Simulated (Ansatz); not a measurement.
Two shapes of singlet C2H6O.

Shape 1:

```xyz
9

C     0.0087   -0.4096   -0.3534
C     0.0046   -0.4391    1.1643
O     0.0082    0.9278   -0.7842
H    -0.8896   -0.9664   -0.7212
H     0.8860   -0.9607   -0.7394
H     0.0068   -1.4733    1.5407
H     0.8992    0.0796    1.5476
H    -0.8892    0.0727    1.5450
H    -0.0053    0.9302   -1.7499
```

Shape 2:

```xyz
9

C    -0.0420   -0.3939   -0.3396
C     0.0592   -0.4641    1.1574
O    -0.0633    0.9242   -0.7663
H    -0.8768   -1.0212   -0.7578
H     0.8969   -0.9009   -0.7715
H    -0.0188   -1.4450    1.5385
H     0.9129    0.0680    1.5494
H    -0.8700    0.0649    1.5170
H    -0.0508    0.9613   -1.7604
```

Basis set: STO-3G (spherical functions). Frozen core: 3 orbitals. Charge 0, multiplicity 1.

Computed with Ansatz (development build ahead of 0.2.0); each method stands on the lowest determinant of its kind that the runs found.

Which shape is lower in energy, and by how much in each method?

```csv
method,E(2) − E(1) (eV)
RHF,0.306
RHF-MP2,0.279
```

Shape 1 is lower.
